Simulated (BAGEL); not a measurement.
# One shape, several levels: triplet Si3H6

Wanted: a comparison of 5 runs (UHF/STO-3G, UHF/3-21G, ROHF/6-31G*, ROHF/cc-pVDZ, UHF/cc-pVDZ) of triplet Si3H6. 

The calculation is run with BAGEL 1.2.2.

## (1) The system as given

Si3H6: 9 atoms, total charge 0, spin state triplet. As SMILES of the parent species, `[SiH2]1[SiH2][SiH2]1`. Geometry: relaxed at PBE0-D4/def2-TZVP. That shape belongs to the parent species and isn't relaxed for this state.

Bond lengths: Si1–Si2 2.330 Å, Si1–Si3 2.330 Å, Si2–Si3 2.330 Å, Si1–H4 1.484 Å, Si1–H5 1.484 Å, Si2–H6 1.484 Å, Si2–H7 1.484 Å, Si3–H8 1.484 Å, Si3–H9 1.484 Å. Some angles: Si1–Si2–Si3 60.0°, Si2–Si1–Si3 60.0°, Si1–Si3–Si2 60.0°, Si1–Si2–H6 118.6°, Si1–Si2–H7 118.5°, Si3–Si2–H6 118.6°, Si3–Si2–H7 118.5°, Si2–Si1–H4 118.5°, Si2–Si1–H5 118.5°, Si3–Si1–H4 118.5°.

## (2) The energy at UHF/STO-3G (density fitting with qzvpp-jkfit) (run 1)

The input, calc.json:

```json
{ "bagel": [

{
  "title": "molecule",
  "basis": "sto-3g",
  "df_basis": "qzvpp-jkfit",
  "angstrom": "true",
  "geometry": [
    { "atom": "Si", "xyz": [   -1.199300,   -0.172100,   -0.584000 ] },
    { "atom": "Si", "xyz": [    0.903000,    0.831000,   -0.550500 ] },
    { "atom": "Si", "xyz": [    0.296900,   -0.660200,    1.133600 ] },
    { "atom": "H", "xyz": [   -1.471300,   -1.214000,   -1.604800 ] },
    { "atom": "H", "xyz": [   -2.386800,    0.661400,   -0.273000 ] },
    { "atom": "H", "xyz": [    1.910400,    0.400500,   -1.551100 ] },
    { "atom": "H", "xyz": [    0.993300,    2.274300,   -0.218200 ] },
    { "atom": "H", "xyz": [    0.935100,   -1.999400,    1.160100 ] },
    { "atom": "H", "xyz": [    0.018700,   -0.121600,    2.487900 ] }
  ]
},
{
  "title": "uhf",
  "nopen": 2
},
{
  "title": "print",
  "file": "orbitals.molden",
  "orbitals": "true"
}

]}
```

Launch:

```console
$ BAGEL_NUM_THREADS=1 BAGEL calc.json > calc.out
```

Standard output:

```text
* using 1 threads per process

  ===============================================================
  ===============================================================

  *** Geometry ***

  { "atom" : "Si", "xyz" : [     -2.266349,     -0.325222,     -1.103600 ] },
  { "atom" : "Si", "xyz" : [      1.706423,      1.570362,     -1.040294 ] },
  { "atom" : "Si", "xyz" : [      0.561060,     -1.247597,      2.142194 ] },
  { "atom" : "H", "xyz" : [     -2.780354,     -2.294128,     -3.032632 ] },
  { "atom" : "H", "xyz" : [     -4.510398,      1.249865,     -0.515895 ] },
  { "atom" : "H", "xyz" : [      3.610133,      0.756835,     -2.931154 ] },
  { "atom" : "H", "xyz" : [      1.877065,      4.297804,     -0.412338 ] },
  { "atom" : "H", "xyz" : [      1.767083,     -3.778318,      2.192271 ] },
  { "atom" : "H", "xyz" : [      0.035338,     -0.229791,      4.701450 ] },

  Number of auxiliary basis functions:      492

  Since a DF basis is specified, we compute 2- and 3-index integrals:
    o Being stored without compression. Storage requirement is 0.004 GB

  Number of basis functions:       33
  Number of electrons      :       48

    * METHOD: MOLECULE                             0.16

  *** Open-shell HF ***

  === Nuclear Repulsion ===
   192.6106981770

      * DIIS with orbital gradients will be used.

  === UHF iteration (sto-3g) ===
      0       -859.88149203          0.01362607           0.04
      1       -859.92859933          0.00458680           0.04
      2       -859.93644691          0.00132177           0.05
      3       -859.93954941          0.00120996           0.04
      4       -859.94195077          0.00118261           0.05
      5       -859.94138749          0.00112024           0.04
      6       -859.93968645          0.00082086           0.04
      7       -859.93983424          0.00072477           0.05
      8       -859.94138069          0.00068895           0.04
      9       -859.94228335          0.00063834           0.05
     10       -859.94256994          0.00061513           0.04
     11       -859.94400299          0.00054667           0.04
     12       -859.94415877          0.00054212           0.05
     13       -859.94632512          0.00052893           0.04
     14       -859.94781225          0.00038419           0.05
     15       -859.94823841          0.00043432           0.04
[... 29 lines of this table left out ...]
     45       -859.94919903          0.00000007           0.04
     46       -859.94919903          0.00000007           0.04
     47       -859.94919903          0.00000006           0.04
     48       -859.94919903          0.00000005           0.04
     49       -859.94919903          0.00000003           0.04
     50       -859.94919903          0.00000002           0.04
     51       -859.94919903          0.00000001           0.04
     52       -859.94919903          0.00000000           0.04
    * SCF iteration converged.

    * S^2 (UHF) is 2.0048

    * Permanent dipole moment:
           (   -0.085043,    -0.077939,     0.051572) a.u.

    * METHOD: UHF                                  2.30

    * METHOD: PRINT                                0.00

  ===============================================================
```

Wall time 2.7 s (1 thread of AMD EPYC 7B13 (Zen 3), shared host); peak memory 0.08 GiB.

## (3) The energy at UHF/3-21G (density fitting with qzvpp-jkfit) (run 2)

The input, hf.json:

```json
{ "bagel": [

{
  "title": "molecule",
  "basis": "3-21g",
  "df_basis": "qzvpp-jkfit",
  "angstrom": true,
  "geometry": [
    { "atom": "Si", "xyz": [   -1.199300,   -0.172100,   -0.584000 ] },
    { "atom": "Si", "xyz": [    0.903000,    0.831000,   -0.550500 ] },
    { "atom": "Si", "xyz": [    0.296900,   -0.660200,    1.133600 ] },
    { "atom": "H", "xyz": [   -1.471300,   -1.214000,   -1.604800 ] },
    { "atom": "H", "xyz": [   -2.386800,    0.661400,   -0.273000 ] },
    { "atom": "H", "xyz": [    1.910400,    0.400500,   -1.551100 ] },
    { "atom": "H", "xyz": [    0.993300,    2.274300,   -0.218200 ] },
    { "atom": "H", "xyz": [    0.935100,   -1.999400,    1.160100 ] },
    { "atom": "H", "xyz": [    0.018700,   -0.121600,    2.487900 ] }
  ]
},
{ "title": "uhf", "nopen": 2 },
{ "title": "print", "file": "orbitals.molden", "orbitals": true }

]}
```

Launch:

```console
$ BAGEL_NUM_THREADS=1 BAGEL hf.json > hf.out
```

Standard output:

```text
* using 1 threads per process

  ===============================================================
  ===============================================================

  *** Geometry ***

  { "atom" : "Si", "xyz" : [     -2.266349,     -0.325222,     -1.103600 ] },
  { "atom" : "Si", "xyz" : [      1.706423,      1.570362,     -1.040294 ] },
  { "atom" : "Si", "xyz" : [      0.561060,     -1.247597,      2.142194 ] },
  { "atom" : "H", "xyz" : [     -2.780354,     -2.294128,     -3.032632 ] },
  { "atom" : "H", "xyz" : [     -4.510398,      1.249865,     -0.515895 ] },
  { "atom" : "H", "xyz" : [      3.610133,      0.756835,     -2.931154 ] },
  { "atom" : "H", "xyz" : [      1.877065,      4.297804,     -0.412338 ] },
  { "atom" : "H", "xyz" : [      1.767083,     -3.778318,      2.192271 ] },
  { "atom" : "H", "xyz" : [      0.035338,     -0.229791,      4.701450 ] },

  Number of auxiliary basis functions:      492

  Since a DF basis is specified, we compute 2- and 3-index integrals:
    o Being stored without compression. Storage requirement is 0.010 GB

  Number of basis functions:       51
  Number of electrons      :       48

    * METHOD: MOLECULE                             0.16

  *** Open-shell HF ***

  === Nuclear Repulsion ===
   192.6106981770

      * DIIS with orbital gradients will be used.

  === UHF iteration (3-21g) ===
      0       -865.35673131          0.01518165           0.08
      1       -865.39576492          0.00461836           0.07
      2       -865.39911098          0.00128711           0.07
      3       -865.39963628          0.00060671           0.07
      4       -865.39980149          0.00024056           0.07
      5       -865.39987113          0.00012190           0.07
      6       -865.39989520          0.00004100           0.07
      7       -865.39989865          0.00002180           0.07
      8       -865.39989986          0.00001472           0.08
      9       -865.39990018          0.00001386           0.07
     10       -865.39990062          0.00001281           0.07
     11       -865.39990123          0.00001086           0.07
     12       -865.39990215          0.00000620           0.07
     13       -865.39990257          0.00000365           0.07
     14       -865.39990276          0.00000260           0.07
     15       -865.39990284          0.00000198           0.07
     16       -865.39990288          0.00000175           0.07
     17       -865.39990290          0.00000167           0.07
     18       -865.39990292          0.00000167           0.07
     19       -865.39990291          0.00000167           0.07
     20       -865.39990292          0.00000168           0.07
     21       -865.39990290          0.00000165           0.07
     22       -865.39990286          0.00000162           0.07
     23       -865.39990280          0.00000152           0.09
     24       -865.39990266          0.00000127           0.08
     25       -865.39990258          0.00000114           0.07
     26       -865.39990255          0.00000109           0.07
     27       -865.39990252          0.00000098           0.07
     28       -865.39990245          0.00000051           0.07
     29       -865.39990244          0.00000021           0.07
     30       -865.39990244          0.00000011           0.07
     31       -865.39990244          0.00000007           0.07
     32       -865.39990244          0.00000006           0.07
     33       -865.39990244          0.00000004           0.07
     34       -865.39990244          0.00000002           0.07
     35       -865.39990244          0.00000001           0.07
     36       -865.39990244          0.00000001           0.07
    * SCF iteration converged.

    * S^2 (UHF) is 2.0235

    * Permanent dipole moment:
           (   -0.230667,    -0.033292,    -0.112582) a.u.

    * METHOD: UHF                                  2.74

    * METHOD: PRINT                                0.01

  ===============================================================
```

Wall time 3.3 s (1 thread of AMD EPYC 7B13 (Zen 3), shared host); peak memory 0.085 GiB.

Runs 3 to 4 aren't shown in full; the table further down has their settings and results.

## (4) The energy at UHF/cc-pVDZ (density fitting with qzvpp-jkfit) (run 5)

The input, calc.json:

```json
{ "bagel" : [

{
  "title" : "molecule",
  "basis" : "cc-pvdz.json",
  "df_basis" : "qzvpp-jkfit",
  "angstrom" : true,
  "geometry" : [
    { "atom" : "Si", "xyz" : [      -1.199300,      -0.172100,      -0.584000 ] },
    { "atom" : "Si", "xyz" : [       0.903000,       0.831000,      -0.550500 ] },
    { "atom" : "Si", "xyz" : [       0.296900,      -0.660200,       1.133600 ] },
    { "atom" : "H", "xyz" : [      -1.471300,      -1.214000,      -1.604800 ] },
    { "atom" : "H", "xyz" : [      -2.386800,       0.661400,      -0.273000 ] },
    { "atom" : "H", "xyz" : [       1.910400,       0.400500,      -1.551100 ] },
    { "atom" : "H", "xyz" : [       0.993300,       2.274300,      -0.218200 ] },
    { "atom" : "H", "xyz" : [       0.935100,      -1.999400,       1.160100 ] },
    { "atom" : "H", "xyz" : [       0.018700,      -0.121600,       2.487900 ] }
  ]
},

{ "title" : "uhf", "nopen" : 2 },

{ "title" : "print", "file" : "orbitals.molden", "orbitals" : true }

]}
```

The basis set cc-pVDZ is read from a file made from the Basis Set Exchange's data (not shown).

Launch:

```console
$ BAGEL_NUM_THREADS=1 BAGEL calc.json > calc.out
```

Standard output:

```text
* using 1 threads per process

  ===============================================================
  ===============================================================

  *** Geometry ***

  { "atom" : "Si", "xyz" : [     -2.266349,     -0.325222,     -1.103600 ] },
  { "atom" : "Si", "xyz" : [      1.706423,      1.570362,     -1.040294 ] },
  { "atom" : "Si", "xyz" : [      0.561060,     -1.247597,      2.142194 ] },
  { "atom" : "H", "xyz" : [     -2.780354,     -2.294128,     -3.032632 ] },
  { "atom" : "H", "xyz" : [     -4.510398,      1.249865,     -0.515895 ] },
  { "atom" : "H", "xyz" : [      3.610133,      0.756835,     -2.931154 ] },
  { "atom" : "H", "xyz" : [      1.877065,      4.297804,     -0.412338 ] },
  { "atom" : "H", "xyz" : [      1.767083,     -3.778318,      2.192271 ] },
  { "atom" : "H", "xyz" : [      0.035338,     -0.229791,      4.701450 ] },

  Number of auxiliary basis functions:      492

  Since a DF basis is specified, we compute 2- and 3-index integrals:
    o Being stored without compression. Storage requirement is 0.028 GB

  Number of basis functions:       84
  Number of electrons      :       48

    * METHOD: MOLECULE                             0.24

  *** Open-shell HF ***

  === Nuclear Repulsion ===
   192.6106981770

      * DIIS with orbital gradients will be used.

  === UHF iteration (cc-pvdz.json) ===
      0       -869.98004543          0.01751390           0.14
      1       -870.06429639          0.00679389           0.13
      2       -870.07432721          0.00228330           0.13
      3       -870.07584202          0.00102670           0.13
      4       -870.07638804          0.00037061           0.17
      5       -870.07656139          0.00012643           0.13
      6       -870.07658927          0.00004717           0.13
      7       -870.07659307          0.00001827           0.13
      8       -870.07659364          0.00000864           0.13
      9       -870.07659394          0.00000548           0.13
     10       -870.07659405          0.00000466           0.13
     11       -870.07659412          0.00000429           0.13
     12       -870.07659419          0.00000398           0.13
     13       -870.07659430          0.00000337           0.13
     14       -870.07659448          0.00000217           0.12
     15       -870.07659453          0.00000172           0.12
     16       -870.07659456          0.00000135           0.12
     17       -870.07659458          0.00000076           0.12
     18       -870.07659458          0.00000039           0.12
     19       -870.07659458          0.00000024           0.12
     20       -870.07659458          0.00000013           0.13
     21       -870.07659458          0.00000010           0.13
     22       -870.07659458          0.00000008           0.13
     23       -870.07659458          0.00000007           0.12
     24       -870.07659458          0.00000004           0.13
     25       -870.07659458          0.00000002           0.12
     26       -870.07659458          0.00000001           0.12
    * SCF iteration converged.

    * S^2 (UHF) is 2.0179

    * Permanent dipole moment:
           (   -0.252805,    -0.036095,    -0.123005) a.u.

    * METHOD: UHF                                  3.61

    * METHOD: PRINT                                0.03

  ===============================================================
```

Run time: 4.2 s. Hardware: 1 thread of AMD EPYC 7B13 (Zen 3), shared host; peak memory 0.12 GiB.

## (5) Overview of the runs

```tsv
run	level	energy (Eh)	dipole moment (D)	⟨S²⟩	wall time
1	UHF/STO-3G (density fitting with qzvpp-jkfit)	-859.949199	0.32	2.005	2.7 s
2	UHF/3-21G (density fitting with qzvpp-jkfit)	-865.399902	0.66	2.023	3.3 s
3	ROHF/6-31G* (density fitting with qzvpp-jkfit, spherical functions)	-870.005985	0.81	2.000	2.8 s
4	ROHF/cc-pVDZ (density fitting with qzvpp-jkfit)	-870.073307	0.70	2.000	3.3 s
5	UHF/cc-pVDZ (density fitting with qzvpp-jkfit)	-870.076595	0.72	2.018	4.2 s
```

## (6) Summary of results

| quantity | value |
| --- | --- |
| run 5: total energy | -870.07659 Eh |
| run 5: dipole moment | 0.72 D |
| run 5: ⟨S²⟩ | 2.018 |

**Reading.** The dipole moment (its size) runs from 0.32 D (UHF/STO-3G) to 0.81 D (ROHF/6-31G*). The two ends differ in method and basis. In run 1 the basis is minimal, so the values are rough. All runs together took 16 s, the longest 4.2 s.
